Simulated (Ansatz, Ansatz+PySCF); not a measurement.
```yaml
atoms:
  - { symbol: C, position_ang: [0.6830, 0.7450, 0.0283] }
  - { symbol: C, position_ang: [-0.6250, 0.7681, -0.0209] }
  - { symbol: C, position_ang: [-0.6391, -0.8156, 0.0251] }
  - { symbol: C, position_ang: [0.6426, -0.7757, -0.0425] }
  - { symbol: H, position_ang: [1.4794, 1.5517, 0.0318] }
  - { symbol: H, position_ang: [-1.4481, 1.5922, -0.0305] }
  - { symbol: H, position_ang: [-1.4277, -1.5743, 0.0434] }
  - { symbol: H, position_ang: [1.4240, -1.5500, 0.0470] }
```

RHF-MP2 on singlet C4H4 was run in several spherical basis sets with Ansatz (development build ahead of 0.2.0). Frozen core: 4 orbitals. Caution for RHF-MP2: an unrestricted determinant lies well below; in another basis set an unrestricted determinant lies well below.

(1) Rank the basis sets by the total energy that they give, lowest first, with the distance from the lowest.
A. 6-31G(d)
B. cc-pVDZ
C. STO-3G
D. def2-TZVP
E. def2-SVP
F. 6-31G

Results:

(1) D (0.00 eV), B (3.86 eV), A (4.90 eV), E (7.30 eV), F (10.78 eV), C (63.25 eV).

Totals follow the description of the cores as much as that of the bonds, so this order isn't one of quality for chemistry.
